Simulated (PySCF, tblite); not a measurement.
Isomers of C5H7S (doublet state), one GFN2-xTB conformer each. Single-point energies are computed at B3LYP/pcH-1 (PySCF, gas phase, no added dispersion term), electronic only. GFN2-xTB treats the open shell by occupation alone, and not every SCF solution was tested for stability.

```csv
SMILES,GFN2-xTB relative energy (kJ/mol)
[CH2]C(=C)C(C)=S,0.0
[CH]=C1CC(S)C1,82.0
[H]/[C]=C(/C)CC=S,110.7
C#CCS[CH]C,96.3
[CH2]CC(=S)C=C,76.7
[CH2]C(=C)CC=S,29.1
```

Conformers: `[CH2:1][C:2](=[CH2:3])[C:4]([CH3:5])=[S:6]` (doublet state) with H–C1–C2–C3 -2° and 180°, C1–C2–C4–C5 -154°; `[CH:1]=[C:2]1[CH2:3][CH:4]([SH:5])[CH2:6]1` (doublet state) with C3–C4–S5–H 54°; `[H]/[C:1]=[C:2](/[CH3:3])[CH2:4][CH:5]=[S:6]` (doublet state) with C1–C2–C4–C5 -102°, C2–C4–C5–S6 -92°; `[CH:1]#[C:2][CH2:3][S:4][CH:5][CH3:6]` (doublet state) with C2–C3–S4–C5 63°, C3–S4–C5–C6 166°; `[CH2:1][CH2:2][C:3](=[S:4])[CH:5]=[CH2:6]` (doublet state) with H–C1–C2–C3 180° and -1°, C1–C2–C3–S4 1°, C2–C3–C5–C6 0°; `[CH2:1][C:2](=[CH2:3])[CH2:4][CH:5]=[S:6]` (doublet state) with H–C1–C2–C3 -2° and 178°, C1–C2–C4–C5 86°, C2–C4–C5–S6 -117°.

What does B3LYP/pcH-1 give for the same structures?

```csv
SMILES,B3LYP/pcH-1 E (Eh),B3LYP/pcH-1 (kJ/mol),GFN2-xTB (kJ/mol),point group
[CH2]C(=C)C(C)=S,-592.87850,0.0,0.0,C1
[CH2]C(=C)CC=S,-592.87161,18.1,29.1,C1
[CH2]CC(=S)C=C,-592.85608,58.9,76.7,Cs
C#CCS[CH]C,-592.83276,120.1,96.3,C1
[H]/[C]=C(/C)CC=S,-592.82986,127.7,110.7,C1
[CH]=C1CC(S)C1,-592.82015,153.2,82.0,–
```

Both levels put the same isomer lowest; measured from each level's own lowest isomer, the values differ by up to 71.2 kJ/mol ([CH]=C1CC(S)C1: 82.0 against 153.2). As drawn, the highest has a four-membered ring and an S–H bond, which the lowest lacks. Neighbours under 21 kJ/mol apart ([CH2]C(=C)C(C)=S and [CH2]C(=C)CC=S; C#CCS[CH]C and [H]/[C]=C(/C)CC=S) can change places with a better method, another conformer or zero-point energy.

What happens when harmonic zero-point energies from GFN2-xTB frequencies are added?

```
           SMILES  ZPE (kJ/mol)  electronic (kJ/mol)  with ZPE (kJ/mol)
 [CH2]C(=C)C(C)=S         260.5                  0.0                0.0
   [CH2]C(=C)CC=S         260.2                 18.1               17.8
   [CH2]CC(=S)C=C         256.0                 58.9               54.3
       C#CCS[CH]C         256.3                120.1              115.9
[H]/[C]=C(/C)CC=S         260.0                127.7              127.2
   [CH]=C1CC(S)C1         257.2                153.2              149.9
```

The zero-point energies span 4.5 kJ/mol. The order is unchanged.
